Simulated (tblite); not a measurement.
# CH2Br2O: the cost of one run

Computed with tblite 0.8.0 and PySCF 2.14.0; each step states its level. No surroundings beyond the atoms listed, unless a continuum is named. Atoms count from 0, parts from 1.

### Step 1. The system as given

6 atoms, charge 0, multiplicity 1; geometry: rigid parts in contact. Parts: 1 = atoms 0–1, `BrBr`, charge 0; 2 = atoms 2–5, `C=O`, charge 0.

### Step 2. Bringing the parts together with GFN2-xTB

Job settings and geometry (Å):

```
{"job": {"kind": "dock", "xc": "GFN2-xTB", "basis": "xTB"}, "charge": 0, "multiplicity": 1, "parts": [{"atoms": "0-1", "charge": 0, "multiplicity": 1}, {"atoms": "2-5", "charge": 0, "multiplicity": 1}]}
Br     1.140639    -0.007664     0.009453
Br    -1.140639     0.007664    -0.009453
C      4.601051    -0.362963     0.821716
O      3.694920     0.398498     0.679906
H      4.539601    -1.249325     1.475191
H      5.570763    -0.239688     0.310886
```

Level: GFN2-xTB search for minima from random contacts, gas phase.

The run is started by

```
OMP_NUM_THREADS=1 python cluster_run.py task.json out
```

This one command runs all jobs of the session in turn.

**Question.** How long does this first job take on 1 thread of AMD EPYC 7R43, shared host?

About 11 s.
